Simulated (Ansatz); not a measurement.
For fcc Ni, r²SCAN+rVV10 (Ansatz, a quantum-chemistry and plane-wave program, PAW) gives:

* **lattice constant a**: 3.467 Å
* **magnetic moment**: 0.73 μB

### Question
What does B3LYP (VWN-RPA form) (PAW; Ansatz) give for the same quantities?

### Answer

- lattice constant a: 3.549 Å (rises by 2.4 %)
- magnetic moment: 0.78 μB (grows by 0.05 μB)

For comparison: lattice constant a 3.508 Å (measured, static lattice: zero-point anharmonic expansion removed; as tabulated in Mejia-Rodriguez and Trickey (2018), arXiv:1807.09216).

Changes are worked out from the printed values.

Unless a cell is named, each level is at its own relaxed cell (r²SCAN+rVV10 10.41, B3LYP (VWN-RPA form) 11.18 Å³/atom).

Spin-polarised runs: r²SCAN+rVV10 (parallel moments), B3LYP (VWN-RPA form) (parallel moments).

Ansatz's density-functional and Hartree–Fock values are scalar-relativistic unless marked +SOC, with PAW data made under PBE.
